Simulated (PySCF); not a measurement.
All values below come from PBE0-D4/def2-TZVP run with PySCF. Isolated molecules, 0 K electronic values unless said otherwise. Excitations are Tamm–Dancoff values on a coarser integration grid. The basis has no diffuse functions, so Rydberg states are missing or too high.

Reference species (SMILES): `B(Cl)(Cl)Cl` (neutral, multiplicity 1).

The HOMO–LUMO gap comes out as 7.40 eV. The S1–T1 gap (TDA) is 0.20 eV and the LUMO comes out as -1.69 eV. The T1 excitation (TDA) comes out as 5.52 eV.

Changed species: `CB(C)C` (3 of 3 Cl replaced by CH3; the reference has 0 of 3 Cl replaced by CH3).

Task: Give the shifts of the HOMO–LUMO gap, S1–T1 gap (TDA), LUMO and T1 excitation (TDA).

Result: the HOMO–LUMO gap rises by 0.98 eV, to 8.38 eV; the S1–T1 gap (TDA) rises by 0.42 eV, to 0.62 eV; the LUMO goes up by 1.58 eV, to -0.11 eV; the T1 excitation (TDA) rises by 0.40 eV, to 5.92 eV.
